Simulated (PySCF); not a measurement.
Molecule: magnesium dihydride, H2Mg.

Cartesian coordinates in Å; atom numbers follow the order of the lines, from 1:
```xyz
3

Mg    0.002   -0.035   -0.015
H    -1.703   -0.029   -0.018
H     1.708   -0.038   -0.013
```

Geometry PBE0-D3(BJ)/def2-SVP throughout; GIAO in PySCF 2.14.0 with density-fitted response routines, gas phase, one conformer, non-relativistic; equivalent atoms averaged; basis pcSseg-2.

Q: How do the absolute shieldings σ depend on the functional? (ppm; last column core-seconds on shared hosts with different chips, so compare them loosely; the GGAs took longer than the global hybrids here, which isn't the general rule, and the cause wasn't traced)

A: 
```tsv
functional	kind	Mg1	H2/H3	core-s
HF	Hartree–Fock	463.2	27.03	0.2
LDA	LDA	398.8	25.77	0.5
PBE	GGA	424.0	26.44	0.7
BLYP	GGA	421.5	26.68	0.7
BP86	GGA	427.2	26.51	0.7
OPBE	GGA	455.5	26.78	0.7
KT2	GGA	434.7	26.47	0.7
KT3	GGA	451.8	26.97	1.2
B97-D	GGA	448.1	26.89	0.7
B3LYP	global hybrid	429.0	26.77	0.5
PBE0	global hybrid	435.2	26.60	0.5
mPW1PW91	global hybrid	438.6	26.72	0.6
WP04	global hybrid	464.5	28.10	0.5
B97-2	global hybrid	448.3	26.89	0.5
BHandHLYP	global hybrid	439.4	26.89	0.5
CAM-B3LYP	range-separated hybrid	424.3	26.69	0.6
wB97X-D	range-separated hybrid	443.6	26.84	0.6
LC-wPBE	range-separated hybrid	436.6	26.85	0.9
```

Q: Which nucleus moves most, in ppm?

A: Mg1 (Mg bonded to 2 H): from 398.8 ppm with LDA to 464.5 ppm with WP04. The smallest spread is 2.33 ppm, at H2/H3.
